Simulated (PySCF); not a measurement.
## Lithium: a sound run and one with changed settings

Sound run: Li [He] 2s1, Li⁺ 1s2. All numbers are calculated (PySCF 2.14, the spin-free X2C one-electron Hamiltonian (Gaussian nucleus), in jorge-DZP-DKH). The sound run starts from symmetry-adapted Hartree-Fock orbitals and uses a fine grid where one is needed.

Changed run: initial guess atom, at most 50 SCF cycles.

```csv
species,method,sound run (hartree),changed run (hartree),converged
Li,UHF,-7.43268,-7.43268,yes
Li,M06-L,-7.48733,-7.48733,yes
Li,M06-2X,-7.48138,-7.48138,yes
Li⁺,UHF,-7.23672,-7.23672,yes
Li⁺,M06-L,-7.30069,-7.30069,yes
Li⁺,M06-2X,-7.28306,-7.28306,yes
```

Here the plain start reaches the same solutions.
